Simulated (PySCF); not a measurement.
Species: C5H11N.
Cartesian coordinates in Å at the GFN2-xTB level; atoms count from 1:
```
atom  x, y, z in Å
C1     2.9201   -0.4673   -0.1156
C2     1.7345   -0.7685    0.3789
C3     0.4340   -0.3514   -0.2294
C4    -0.4105    0.4547    0.7633
C5    -1.7053    0.9955    0.1352
N6    -2.6646   -0.0037   -0.2941
H7     3.0254    0.1088   -1.0207
H8     3.8347   -0.7843    0.3558
H9     1.6548   -1.3479    1.2905
H10    0.6195    0.2477   -1.1238
H11   -0.1177   -1.2489   -0.5286
H12   -0.6611   -0.1730    1.6235
H13    0.1779    1.2992    1.1277
H14   -2.2102    1.6367    0.8639
H15   -1.4589    1.6080   -0.7364
H16   -2.2726   -0.5792   -1.0313
H17   -2.9068   -0.6143    0.4796
```

The closed-shell SCF was solved with PySCF and density fitting under several settings on one GFN2-xTB geometry (grid level 2 and gas phase unless stated).

| settings | basis functions | SCF cycles | E (Eh) | HOMO (eV) | LUMO (eV) | dipole (D) |
| --- | --- | --- | --- | --- | --- | --- |
| PBE0/pcSseg-1 | 157 | 13 | -251.5357 | -6.69 | 0.48 | 1.03 |
| PBE0/def2-SVPD | 208 | 13 | -251.4041 | -6.80 | 0.36 | 0.99 |
| PBE0/IGLO-II, IEF-PCM acetone | 198 | 13 | -251.6408 | -6.70 | 0.51 | 1.24 |
| OLYP/ANO-RCC-VDZP, grid level 3 | 139 | 15 | -251.8368 | -5.06 | -0.44 | 0.83 |
| PBE0/pcSseg-1, IEF-PCM acetonitrile | 157 | 13 | -251.5440 | -6.72 | 0.54 | 1.24 |

Q: Estimate the rows for these settings: (1) OLYP/def2-TZVP, energy threshold 1e-08 Eh; (2) PBE0/3-21G, start guess atom.

A: 
| settings | basis functions | SCF cycles | E (Eh) | HOMO (eV) | LUMO (eV) | dipole (D) |
| --- | --- | --- | --- | --- | --- | --- |
| OLYP/def2-TZVP, energy threshold 1e-08 Eh | 252 | 10 | -251.8545 | -5.17 | -0.40 | 0.88 |
| PBE0/3-21G, start guess atom | 76 | 10 | -250.1880 | -5.97 | 1.00 | 1.26 |

Q: Over all rows, what range does the HOMO–LUMO gap span?

A: From 4.62 eV (OLYP/ANO-RCC-VDZP, grid level 3) to 7.26 eV (PBE0/pcSseg-1, IEF-PCM acetonitrile). The functional of the narrowest has no exact exchange, that of the widest 25 % exact exchange.

Q: And the dipole moment?

A: From 0.83 D (OLYP/ANO-RCC-VDZP, grid level 3) to 1.26 D (PBE0/3-21G, start guess atom); the largest is 1.52 times the smallest, and the median is 1.03 D.

Q: Compare two rows with the functional PBE0: PBE0/pcSseg-1 and PBE0/3-21G, start guess atom. Which energy is lower, and by how much?

A: PBE0/pcSseg-1 (157 functions) lies 1.3477 Eh or 846 kcal/mol below PBE0/3-21G, start guess atom (76 functions).

Cycle counts include a coarse-grid stage where the run had one. ANO-RCC sets were contracted for a scalar-relativistic Hamiltonian, but ran non-relativistically here. The species at its GFN2-xTB geometry (one conformer only).
